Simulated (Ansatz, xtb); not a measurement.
## Two isomers of C4H4Cl2

Structure I is `ClC1=C[C@H](Cl)C1`, a singlet and structure II is `Cl/C=C1\C[C@@H]1Cl`, a singlet. Both are isolated molecules in the gas phase, relaxed with B3LYP-D3(BJ)/def2-SVP.

Energies in hartree; the thermal terms are from GFN2-xTB frequencies at re-optimised GFN2-xTB minima (ideal gas, soft modes damped towards free rotors, one conformer each, 298.15 K, 1 atm) and include the zero-point energy:

```
                               I            II
E, CCSD(T)/def2-SVP  −1073.214303  −1073.193036
    E, MP2/def2-SVP  −1073.133132  −1073.111039
  E, MP2/def2-TZVPP  −1073.843996  −1073.819467
  zero-point energy      0.066782      0.065492
       H(298 K) − E      0.073646      0.072818
       G(298 K) − E      0.035958      0.033929
```

Task: Correct the CCSD(T) difference for the basis set by the MP2 change, then work out ΔE, ΔE₀, ΔH and ΔG for I → II in kJ/mol (1 Eh = 2625.50 kJ/mol) and the equilibrium ratio [II]/[I].

Result: 1. Differences II − I: CCSD(T) +0.021267, MP2 in the small set +0.022093, MP2 in the large set +0.024529 Eh.
2. ΔE = +0.021267 + (+0.024529 − (+0.022093)) = +0.023703 Eh = +62.23 kJ/mol.
3. ΔE₀ = ΔE + ΔZPE = +0.023703 + (−0.001290) Eh = +58.85 kJ/mol.
4. ΔH = ΔE + (−0.000828) Eh = +60.06 kJ/mol.
5. ΔG = ΔE + (−0.002029) Eh = +56.91 kJ/mol, so ΔS = (ΔH − ΔG)/T = +10.6 J/(mol K).
6. kT = 0.9442 mEh, so K = [II]/[I] = exp(−ΔG/kT) = exp(−22.96) ≈ 1.1 × 10^−10.

Structure I is favoured at this temperature. An error of 4 kJ/mol in ΔG would change K by a factor of 5. Mirror images and further conformers aren't counted.

As drawn, both hold the same kinds of bond in the same numbers. Structure I has a 4-membered ring, II a 3-membered ring.

Other levels gave ΔE = +40.6 (GFN2-xTB); +90.6 (HF/STO-3G, GFN2-xTB geometries); +49.9 (r2SCAN-D4/def2-SVP, GFN2-xTB geometries); +51.9 (B3LYP-D3(BJ)/def2-SVP); +52.0 (HF/def2-SVP); +58.0 (MP2/def2-SVP); +55.8 (CCSD(T)/def2-SVP) kJ/mol. The correlated steps freeze 14 core orbitals. Programs: Ansatz 0.2.0, xtb 6.7.1.
